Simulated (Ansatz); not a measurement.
Total energies of C$_{2}$H$_{5}$NOS (`OC1NCS1`).

```xyz
10

O     0.727   -1.819   -0.388
C     0.619   -0.519    0.065
N    -0.740   -0.179    0.370
C    -0.836    1.123   -0.274
S     0.719    0.853   -1.184
H     1.639   -2.107   -0.296
H     1.344   -0.342    0.872
H    -0.997   -0.224    1.347
H    -1.713    1.236   -0.916
H    -0.762    1.978    0.405
```

Charge 0, multiplicity 1. The structure was optimised at the PBE0-D4/def2-TZVP level. It is one conformer, not always the lowest. Basis def2-TZVPP, the Gaussian-basis code of Ansatz.

RPA on PBE orbitals: Hartree–Fock energy of these orbitals -605.48160 Eh, correlation -1.51942 Eh (frozen core).

| functional | energy without D4 (Eh) | D4 term (kJ/mol) |
| --- | --- | --- |
| LDA (SPW92) | -604.37938 | – |
| BLYP | -607.37680 | -47.6 |
| r2SCAN | -607.30608 | -4.9 |
| PBE0 | -607.07640 | -17.3 |
| B3LYP | -607.46471 | -33.7 |
| r2SCAN0 | -607.27422 | -5.7 |
| BHLYP | -607.32098 | -23.9 |
| LC-ωPBE | -607.20795 | – |
| ωB97X-V | -607.32424 | – |
| B2PLYP | -607.15649 | – |

**Question.** Give the same for PBE, revPBE, B97M-V, r2SCANh, HSE06 (plane-wave form), CAM-B3LYP, ωB97M-V, PBE-QIDH. (An estimate is asked.)

**Answer.** Ansatz gave: 
| functional | energy without D4 (Eh) | D4 term (kJ/mol) |
| --- | --- | --- |
| PBE | -607.03553 | -20.9 |
| revPBE | -607.31494 | -72.1 |
| B97M-V | -607.31360 | – |
| r2SCANh | -607.29282 | -5.2 |
| HSE06 (plane-wave form) | -607.05863 | -16.0 |
| CAM-B3LYP | -607.36513 | -17.3 |
| ωB97M-V | -607.35067 | – |
| PBE-QIDH | -606.95862 | – |

B3LYP takes the VWN-RPA correlation (the form of Gaussian; ORCA's B3LYP/G). HSE06 is the plane-wave form, built on full-range PBE exchange. The double hybrids freeze the cores in their second-order part.

LC-ωPBE has ω = 0.4 bohr⁻¹.
